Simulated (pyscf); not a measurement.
PySCF, gas phase, ωB97X-D3(BJ)/def2-SVP geometries.

**Question.** Estimate the classical barrier height and the reaction energy of HC≡C–CH₂• + hydrogen (H₂) -> propyne (HC≡C–CH₃) + H atom (H•) at ωB97M-D3(BJ)/def2-TZVP. The step runs on the doublet surface, breaks H–H and forms C–H; take the separated reactants as zero.

**Answer.** ΔE‡ = 19.5 kcal/mol, ΔE = +9.9 kcal/mol. Zero-point energy shifts the barrier by +1.3 kcal/mol. It is a hydrogen abstraction, with an imaginary mode of 1600i cm⁻¹. This is the saddle that the search found; another between the same sides may lie lower. The angle at the transferred H is 178°.
